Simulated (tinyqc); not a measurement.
The basis set: RHF and MP2 along a ladder of basis sets, for CO, spin multiplicity 1. Computed by the program tinyqc with PySCF. Command: `OMP_NUM_THREADS=1 python tinyqc.py 115523 115524 out.jsonl`; one thread of a shared host (Intel(R) Xeon(R) Processor @ 2.60GHz), about 3 s.

Geometry (angstrom):
```
atom,x,y,z
C,0.0000,0.0000,0.0000
O,0.0000,0.0000,1.0670
```

Same geometry throughout; the dipole is taken about the origin.

RHF and frozen-core MP2 in a ladder of bases:
```
basis,functions,E(RHF) (hartree),E(MP2 corr) (hartree),HOMO (eV),LUMO (eV),dipole (debye)
sto-3g,10,-111.204971,-0.114629,-12.2659,9.2769,0.3119
3-21g,18,-112.082307,-0.197678,-14.5935,5.1869,0.1430
6-31g,18,-112.655844,-0.198683,-14.7905,4.6392,0.2672
6-31g**,28,-112.730659,-0.267636,-14.6771,5.1381,0.0440
cc-pvdz,28,-112.744524,-0.276098,-14.7099,4.9169,0.0604
aug-cc-pvdz,46,-112.749809,-0.288273,-14.8752,2.1775,0.0341
cc-pvtz,60,-112.777650,-0.345321,-14.8508,4.3804,0.0450
```

From cc-pVDZ to cc-pVTZ the RHF energy falls by 33.1 mhartree and the correlation energy by 69.2. If valence correlation converges as X^-3, (27 E(T) - 8 E(D))/19 gives -0.3745 hartree, a rough estimate from such small X that usually falls short; STO-3G holds about 31 % of it. Beyond STO-3G the LUMO moves by 3.0 eV and the HOMO by 0.3 eV; diffuse functions lower the positive LUMO sharply, since an unbound virtual level tracks the most diffuse function.
